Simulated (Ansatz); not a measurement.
`O/C=C(\O)F` + H₂ → `C=C(O)F` + H₂O at 500 K and 1 bar (hydrogenolysis of a C–O bond).

Program: Ansatz. Geometries: PBE0-D4/def2-TZVP. ΔE: electronic, gas phase. CCSD(T)/CBS adds triple-zeta CCSD(T) − MP2 to the extrapolated MP2 energy (def2 sets, frozen cores). This one scheme is used for every species. Each species was taken in one conformer, which may not be the lowest.

```csv
species,CCSD(T)/CBS energy (Eh),H − E (kJ/mol),S (J/(mol·K))
`O/C=C(\O)F`,-328.00386,178.3,349.2
H₂,-1.17544,41.0,145.5
`C=C(O)F`,-252.84296,158.1,325.5
H₂O,-76.37941,73.2,206.3
```

H − E and S are ideal-gas, rigid-rotor, harmonic terms from PBE0-D4/def2-TZVP, for one conformer and one mirror image of each species. The MP2-based limit puts H₂ 0.8 mEh under its directly extrapolated value; such offsets cancel only in part. 1 Eh = 2625.50 kJ/mol, R = 8.31446 J/(mol·K).

Question: By hand: ΔE, ΔH, ΔS and ΔG.

Answer: ΔE = (-252.84296) + (-76.37941) − (-328.00386) − (-1.17544) = -0.04307 Eh = -113.1 kJ/mol. Δ(H − E) = 158.1 + 73.2 − 178.3 − 41.0 = 12.0, so ΔH = -101.1 kJ/mol. ΔS = 325.5 + 206.3 − 349.2 − 145.5 = 37.1 J/(mol·K). ΔG = -101.1 − 500 × (37.1)/1000 = -119.6 kJ/mol.

Question: By hand: the equilibrium constant, and the temperature at which ΔG would vanish if ΔH and ΔS stayed fixed.

Answer: log₁₀ K = −ΔG/(RT ln 10) = 12.5. ΔH and −TΔS have one sign here, so there is no such temperature.

ΔH outweighs TΔS. A doubt of 5 kJ/mol in ΔE shifts log₁₀ K by 0.5 here. Other conformers and mirror images would add mixing entropy, several J/(mol·K) or more a flexible species. These are equilibria of isolated gas molecules and say nothing of rates. Largest T1 diagnostic: 0.012 (customary marks: 0.02 for closed shells, 0.045 for open ones).
